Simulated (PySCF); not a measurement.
**Worked example for pyridazine: proton affinity at atom N4**

Structure: `c1ccnnc1` (C4H4N2). Coordinates in Å; atoms count from 1 in this order:
```
C     0.6765    0.8243    0.0674
C    -0.7066    0.7966    0.0502
C    -1.3085   -0.4597   -0.0548
N    -0.6226   -1.5954   -0.1370
N     0.6930   -1.5690   -0.1204
C     1.3306   -0.4068   -0.0219
H     1.2400    1.7569    0.1457
H    -1.3088    1.7058    0.1140
H    -2.3974   -0.5684   -0.0750
H     2.4231   -0.4718   -0.0148
```

Level of theory: ωB97X-D3(BJ)/def2-TZVP single points in PySCF, grid level 2; every species was optimised with PBE0-D3(BJ)/def2-SVP. ωB97X-D3(BJ) is ωB97X-V with D3(BJ) in place of VV10. Thermal corrections: PBE0-D3(BJ)/def2-SVP frequencies, unscaled, ideal gas at 298.15 K and 1 bar, quasi-RRHO entropy.

Step: `c1cc[nH+]nc1` → `c1ccnnc1` + H⁺.

| species | charge | multiplicity | E / Eh |
| --- | --- | --- | --- |
| `c1cc[nH+]nc1` | 1 | 1 | -264.848266 |
| `c1ccnnc1` | 0 | 1 | -264.483006 |

Thermal terms, products less reactant: Δ(H − E) = -31.74 kJ/mol, Δ(G − E) = -62.27 kJ/mol (the bare proton has no electronic energy, H = 5/2 RT). 1 Eh = 2625.50 kJ/mol.

Q: What are ΔE, ΔH and ΔG of this step?

A: ΔE = 0.365260 Eh = 958.99 kJ/mol; ΔH = 927.2 kJ/mol; ΔG = 896.7 kJ/mol, all in the gas phase at 298.15 K and 1 bar. The digits show the arithmetic; the method itself can be off by 10 kJ/mol or more.
